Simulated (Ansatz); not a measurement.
# SiN₂H+ (quintet): from Hartree-Fock to the top rungs, def2-TZVPP

An exercise on one series of results from a longer session: the logs are not shown, and one member is left open.

Program: Ansatz 0.2.0, Gaussian basis. Level of theory: def2-TZVPP, core rule «outside noble gas», up to 7 orbitals frozen. These are calculated values, not measurements.

The runs, in order: UHF; ROHF; CCSD(T) on UHF.

### What is computed

The geometry is a PBE0/def2-TZVP stationary point (not a proven minimum) of the parent state, kept for this charge and spin.

4 atoms, charge 1, spin multiplicity 5.

Atoms are counted from 1 here; the program's logs count them from 0.

Bond lengths: N1–Si2 1.697 Å, Si2–N3 1.697 Å, Si2–H4 1.480 Å. Angles: N1–Si2–N3 124.0°, N1–Si2–H4 118.0°, N3–Si2–H4 118.0°.

The first run:

The input, in.yaml:

```yaml
crystal:
  periodic: [false, false, false]
  atoms:
    - {symbol: N, position_ang: [0.000000, -0.431982, 1.498918]}
    - {symbol: Si, position_ang: [0.000000, 0.364687, 0.000000]}
    - {symbol: N, position_ang: [0.000000, -0.431982, -1.498918]}
    - {symbol: H, position_ang: [0.000000, 1.844223, 0.000000]}
basis:
  gaussian: {orbitals: def2-TZVPP}
total_charge: 1
magnetization: {spin_polarized: true, initial_magnetization: 4}
hamiltonian: {xc: hf}
output: {orbitals: {seedname: orbitals}}
```

Launch:

```sh
$ ansatz run in.yaml --threads 1 --pin off --events-out ev --progress --plain --max-ram 3968MiB --backend cpu
```

Steps of the session up to this table: UHF; ROHF; CCSD(T) on UHF.

One table of the session follows, with a row left open; its other results are not shown here.

| method | from UCCSD(T) (kcal/mol) |
| --- | --- |
| ROHF | +248.99 |
| UHF | ? |
| UMP2 | +36.82 |
| UCCSD | +8.23 |
| UCCSD(T) | 0 |

**Question.** Estimate the row for UHF.

**Answer.** from UCCSD(T) (kcal/mol): +241.64. In the column «from UCCSD(T) (kcal/mol)» it lies between UMP2 (+36.82) and ROHF (+248.99).
